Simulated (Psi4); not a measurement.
Psi4 input (wB97X-D/6-311+G**):

```
memory 1500 MB

molecule {
0 2
N    -0.00604726    0.07245881    1.41596088
C     0.00611832    0.05420329   -1.33253835
C     0.00075354    1.15688179    0.73845087
C    -0.00725914   -1.10497655    0.76438931
C    -0.00124318   -1.14569099   -0.61962459
C     0.00728081    1.26242812   -0.64570663
H     0.01090499    0.04443784   -2.41599051
H    -0.01307795   -2.00605563    1.36507020
H    -0.00227616   -2.09704255   -1.13399480
H     0.01287787    2.21437463   -1.15663470
symmetry c1
no_reorient
no_com
}

set {
  basis 6-311+G**
  reference uks
  scf_type df
  df_basis_scf def2-universal-jkfit
  dft_radial_points 99
  dft_spherical_points 590
  e_convergence 1e-8
  d_convergence 1e-7
  maxiter 150
}

e = energy('wb97x-d')
print_out(f'\nFINAL {e:.10f} DIPOLE {variable("CURRENT DIPOLE")[0]:.6f} {variable("CURRENT DIPOLE")[1]:.6f} {variable("CURRENT DIPOLE")[2]:.6f}\n')
```

Q: Predict the final energy.

A: -247.57388 Eh.
